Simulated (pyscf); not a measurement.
**Hydrogen abstraction: Cl–CH(Cl)–Cl + Cl• → Cl–C•(Cl)–Cl + HCl**

Gas phase, doublet surface, charge 0. Bonds broken: C2–H5. Bonds formed: H5–Cl6. Single points on ωB97X-D3(BJ)/def2-SVP structures (PySCF, gas phase).

Transition state (Å):

```xyz
6

Cl    -0.3026    -0.3357     1.6951
C     -1.1566    -0.3662     0.1813
Cl    -0.8294    -1.7869    -0.7655
Cl    -2.8529    -0.0206     0.3406
H     -0.6955     0.5703    -0.4700
Cl    -0.0993     1.7813    -1.3126
```

One imaginary mode, 621i cm⁻¹; descent along it reached the two sides named.

```tsv
bond	change	reactant side (Å)	saddle	product side
C2–H5	breaks	1.096	1.230	2.8
H5–Cl6	forms	2.557	1.591	1.285
```

Electronic energies relative to the separated reactants (kcal/mol):

```csv
level,barrier,reaction energy,reverse barrier
ωB97X-D3(BJ)/def2-TZVP,1.7,-7.7,9.3
PBE/def2-TZVP,-9.7,-12.8,3.2
r²SCAN/def2-TZVP,-7.1,-12.5,5.4
B3LYP-D3(BJ)/def2-TZVP,-3.4,-8.2,4.8
PBE0-D3(BJ)/def2-TZVP,-3.8,-9.9,6.1
M06-2X/def2-TZVP,1.9,-6.3,8.2
ωB97M-D3(BJ)/def2-TZVP,2.4,-7.0,9.4
HF/def2-TZVP,23.2,+0.3,22.9
```

With ωB97M-D3(BJ)/def2-TZVP energies and thermal terms (ideal gas, 1 atm, RRHO with modes under 100 cm⁻¹ raised to 100, one conformer, R ln 2 for rigid chiral ones), in kcal/mol:

```json
[
 {"T (K)": "298", "ΔH‡": "-2.1", "ΔG‡": "5.7", "ΔH": "-10.1", "ΔG": "-12.6"},
 {"T (K)": "600", "ΔH‡": "-1.8", "ΔG‡": "13.5", "ΔH": "-9.9", "ΔG": "-15.2"},
 {"T (K)": "900", "ΔH‡": "-1.5", "ΔG‡": "21.1", "ΔH": "-10.1", "ΔG": "-17.8"},
 {"T (K)": "1200", "ΔH‡": "-1.3", "ΔG‡": "28.6", "ΔH": "-10.4", "ΔG": "-20.3"}
]
```

At PBE, r²SCAN, B3LYP-D3(BJ), PBE0-D3(BJ) this geometry lies under the reactants; that is no barrier but a single point on another level's saddle; such a level's own saddle, if it has one, lies nearer that side and is low. One saddle was located; it need not be the lowest between these sides. The angle at the transferred H is 180°. Left out: orbital degeneracy and the spin-orbit lowering of Cl.
